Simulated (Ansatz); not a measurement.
Computed with frozen-core CCSD(T)/def2-TZVPP // r2SCAN-D4/def2-TZVP (Ansatz, a quantum-chemistry and plane-wave program).

Ansatz 0.2 input:
```yaml
crystal:
  periodic: [false, false, false]
  atoms:
    - { symbol: C, position_ang: [-0.004731, 0.000861, 0.000012] }
    - { symbol: O, position_ang: [1.175268, -0.213962, -0.002813] }
    - { symbol: H, position_ang: [-0.753931, -0.819914, 0.002779] }
    - { symbol: H, position_ang: [-0.416604, 1.033015, 0.000022] }
basis:
  gaussian: { orbitals: def2-TZVPP }
correlation:
  method: ccsd_t
```

Output:

```
Functional definition: HF
548 factors; integrals over basis functions are off by at most 1.3e-3 eV
mean field evaluation 1: about -3097.8290 eV, gradient 3.2e1 eV
mean field evaluation 2: about -3097.8308 eV, gradient 3.2e1 eV
mean field evaluation 4: about -3099.8191 eV, gradient 2.3e0 eV
mean field evaluation 8: about -3099.8459 eV, gradient 1.0e-3 eV
mean field evaluation 16: about -3099.8429 eV, gradient 5.9e-1 eV
mean field -3099.84587253 eV, -113.9172346645 hartree, gradient 1.0e-6 eV, S^2 0.000000; 0 other end points of the search recorded, 0 dependent functions left out
2 core orbitals not correlated
reference -3099.84587253 eV, -113.9172346645 hartree; 6, 6 occupied and 82, 82 virtual orbitals, 548 factors
second order -10.70560567 eV of doubles, -0.00000000 eV of singles
cycle   1  -10.61202724 eV  change    9.4e-2 eV  update   8.2e-2
cycle   2  -10.91750958 eV  change   -3.1e-1 eV  update   2.6e-2
cycle   3  -11.00253286 eV  change   -8.5e-2 eV  update   1.4e-2
cycle   4  -10.99225591 eV  change    1.0e-2 eV  update   3.3e-3
cycle   5  -10.99304141 eV  change   -7.9e-4 eV  update   1.4e-3
cycle   6  -10.99359063 eV  change   -5.5e-4 eV  update   4.0e-4
cycle   7  -10.99337019 eV  change    2.2e-4 eV  update   1.4e-4
cycle   8  -10.99336809 eV  change    2.1e-6 eV  update   4.7e-5
cycle   9  -10.99337041 eV  change   -2.3e-6 eV  update   1.2e-5
perturbative correction -0.44394617 eV, -0.0163147208 hartree
Total energy: -3111.28318912 eV, -114.3375482965 hartree
```

Cost: around 1.4 core-seconds (rough).
